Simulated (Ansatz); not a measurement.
Elements on the sites of an ideal hcp lattice, at a guessed lattice constant:

```
Cu Pt
1.0
     2.75422   -4.77046    0.00000
     2.75422    4.77046    0.00000
     0.00000    0.00000    8.81352
Cu Pt
5 11
Direct
  0.83333 0.16667 0.62500
  0.83333 0.66667 0.12500
  0.83333 0.66667 0.62500
  0.66667 0.83333 0.87500
  0.16667 0.83333 0.87500
  0.33333 0.16667 0.12500
  0.33333 0.16667 0.62500
  0.83333 0.16667 0.12500
  0.33333 0.66667 0.12500
  0.33333 0.66667 0.62500
  0.66667 0.33333 0.37500
  0.66667 0.33333 0.87500
  0.16667 0.33333 0.37500
  0.16667 0.33333 0.87500
  0.66667 0.83333 0.37500
  0.16667 0.83333 0.37500
```

Cell and atoms were relaxed without symmetry on coarser meshes and computed once more. Computed with Ansatz 0.2.0, DFT r2SCAN, scalar-relativistic, plane waves, PAW.

Cutoff 500 eV; k points 7×7×4 on the computed 16-atom cell (Γ-centred); Gaussian smearing, width 0.10 eV; no spin polarisation.

The relaxation ran on 3×3×2 (shifted) k points with a smearing of 0.1 eV, from sites shaken by 0.02 Å.

Question: What does the relaxation give?

Answer: A volume of 14.32 Å³/atom and no gap on the mesh. It lies 0.07 eV/atom below the elements' standard states (static lattices, no corrections for gases). The atoms leave their sites by 0.06 Å (root mean square) and 0.09 Å at most, and the cell stretches by up to 2.7 % at fixed volume.

```yaml
crystal:
  lattice:
    - [2.70152, -4.71230, 0.02299]
    - [2.69495, 4.70850, -0.01068]
    - [0.01969, -0.03110, 9.01412]
  atoms:
    - { symbol: Cu, position: [0.83514, 0.16807, 0.62884] }
    - { symbol: Cu, position: [0.82097, 0.66393, 0.12003] }
    - { symbol: Cu, position: [0.83935, 0.67492, 0.62949] }
    - { symbol: Cu, position: [0.66864, 0.83342, 0.87195] }
    - { symbol: Cu, position: [0.16280, 0.83265, 0.87166] }
    - { symbol: Pt, position: [0.31757, 0.15936, 0.11746] }
    - { symbol: Pt, position: [0.33689, 0.17209, 0.62891] }
    - { symbol: Pt, position: [0.82027, 0.16319, 0.11894] }
    - { symbol: Pt, position: [0.32096, 0.66171, 0.11559] }
    - { symbol: Pt, position: [0.33713, 0.67354, 0.63205] }
    - { symbol: Pt, position: [0.67031, 0.33233, 0.37888] }
    - { symbol: Pt, position: [0.66890, 0.33479, 0.87022] }
    - { symbol: Pt, position: [0.16811, 0.33015, 0.37914] }
    - { symbol: Pt, position: [0.16329, 0.33117, 0.87038] }
    - { symbol: Pt, position: [0.66968, 0.83013, 0.37787] }
    - { symbol: Pt, position: [0.16823, 0.83039, 0.37650] }
```

The final mesh leaves forces up to 0.11 eV/Å and stresses up to 0.9 GPa: the relaxation ran on a coarser mesh, so the cell's shape, its bonds and its energy belong partly to that mesh.

Spin-orbit coupling is left out, which matters for the bands of heavy elements.

Cost: 2 runs of about 66 core-minutes in all (earlier runs that led there not counted), on Intel Xeon Processor @ 2.50GHz (Skylake/Cascade Lake) (shared hosts).